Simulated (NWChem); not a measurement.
# NaCl; SMILES [Na][Cl]

```xyz
2

Na     0.0000     0.0000    -1.4097
Cl     0.0000     0.0000     0.9285
```
Atoms are numbered in this order, from 1.

Geometry: optimised at PBE0/def2-SVP.

Task: List the 4 lowest vertical singlet excitations from CAM-B3LYP/def2-SVPD, TDA (NWChem).

Result: 
```json
[
 {"state": "S1", "energy (eV)": "4.11", "oscillator strength": "0.017", "leading excitation (squared amplitude)": "HOMO → LUMO (0.95)"},
 {"state": "S2", "energy (eV)": "4.11", "oscillator strength": "0.017", "leading excitation (squared amplitude)": "HOMO−1 → LUMO (0.95)"},
 {"state": "S3", "energy (eV)": "4.79", "oscillator strength": "0.108", "leading excitation (squared amplitude)": "HOMO−2 → LUMO (0.94)"},
 {"state": "S4", "energy (eV)": "6.00", "oscillator strength": "0.000", "leading excitation (squared amplitude)": "HOMO → LUMO+1 (0.25)"}
]
```
